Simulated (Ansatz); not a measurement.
Molecule: C₄H₅ (charge -1, singlet). It need not be the lowest isomer of its formula. Whether it binds its extra electron was not tested at this geometry. SMILES: C(C=C)=[CH-]
Coordinates optimised at B3LYP-D3(BJ)/def2-TZVP (Ansatz, a program for electronic structure):
```xyz
9

C      0.6769     1.8791     0.0046
C      0.6487     0.5148    -0.0013
C     -0.5206    -0.3436     0.0013
C     -0.5670    -1.6923    -0.0043
H     -0.3881     2.2265     0.0119
H      1.5941    -0.0492    -0.0089
H     -1.4697     0.1964     0.0089
H      0.3423    -2.2863    -0.0119
H     -1.5059    -2.2352    -0.0016
```
Charge -1, spin multiplicity 1.

Parts of the frozen-core correlation energy in cc-pVTZ (Ansatz, hartree). Frozen orbitals: 4; correlated occupied orbitals by spin: 11 and 11; virtual: 175 and 175. No spin-orbit coupling. No relativistic terms. The restricted reference is unstable.

```csv
term,value
reference (HF),-154.30972
MP2 opposite-spin,[?]
MP2 same-spin,[?]
CCSD correlation,-0.68882
(T),[?]
T1 diagnostic,0.015
largest doubles amplitude,0.084
```

Task: Fill in the missing entries.

Result: 
- MP2 opposite-spin, value: -0.50369
- MP2 same-spin, value: -0.15363
- (T), value: -0.03464
